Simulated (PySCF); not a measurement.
Gas-phase reaction: 2 (CH3)3SiF + 2 C2H2 (acetylene) → 2 SiH + 2 F + 5 C2H4

Energies from PySCF, thermal terms from the rigid-rotor harmonic-oscillator model, ideal gas at 1 bar. † marks an energy on the PBE0/def2-TZVP geometry and frequencies; other levels use their own. CCSD(T) freezes the core. 6-31G* has spherical d functions here. Open shells (unrestricted): SiH (multiplicity 2, electronic degeneracy 4), F (multiplicity 2, electronic degeneracy 6); the rest are closed-shell singlets. Spin-orbit splitting is ignored; it lowers the true energy and changes the entropy of SiH, F. B3LYP is the form with VWN-RPA correlation. CCSD(T) isn't extrapolated to the basis-set limit. The harmonic model lacks anharmonicity and excited electronic states, which grow with temperature; levels with a mode under 35 cm⁻¹ are left out. Internal rotation in (CH3)3SiF is treated as a harmonic vibration of one conformer, which makes the entropy rough.

ΔH° and ΔS° at 298 K: B3LYP/6-31G* 1702 kJ, 705 J/K; BLYP/def2-TZVP† 1688 kJ, 707 J/K; CCSD(T)/def2-SVP† 1636 kJ, 707 J/K.

### Question
With the heat capacities included, give log10 K (1 bar) at 500, 1400, 1600, 2000, 2500 K from B3LYP/6-31G*, BLYP/def2-TZVP†, CCSD(T)/def2-SVP†.

### Answer
```tsv
T (K)	B3LYP/6-31G*	BLYP/def2-TZVP†	CCSD(T)/def2-SVP†
500	-141.2	-139.7	-134.2
1400	-28.6	-28.1	-26.2
1600	-21.0	-20.5	-18.9
2000	-10.4	-10.1	-8.7
2500	-2.0	-1.8	-0.7
```
